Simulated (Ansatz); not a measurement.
LiH₂⁻, relaxed as a singlet with RKS PBE0-D4/def2-TZVPD in Ansatz, starting from the GFN1-xTB geometry. Force threshold 0.02 eV/Å.

The highest occupied level of the charge -1 singlet lies above zero (up to 0.97 eV). The electron is either unbound and held by the finite basis, or the level is raised by self-interaction error. The structure comes from a short search, and lower isomers may exist.

Start:

Cartesian coordinates in Å:
```
Li 0.941 0.703 0.570
H -0.178 -0.133 -0.100
H -0.763 -0.570 -0.470
```

(1) Estimate the energy that the relaxation releases and the steps that it takes.

(2) Does the start keep its bonding and symmetry?

(3) Predict the relaxed structure.

Results:

(1) 103.8 kJ/mol, in 10 steps; 1.4 s on 4 threads of Arm Neoverse V2 on a shared host. No frequencies were taken in this run, so the end may be a saddle point.

(2) Bonds lost: Li1–H2 (atoms count from 1). The end holds 2 separate pieces. Point group C∞v at the start, C∞v at the end, both within 0.05 Å.

(3) 
```
atom   x (Å)   y (Å)   z (Å)
 Li1   1.906   1.425   1.158
  H2  -0.681  -0.509  -0.415
  H3  -1.226  -0.916  -0.744
```
Bond lengths: .
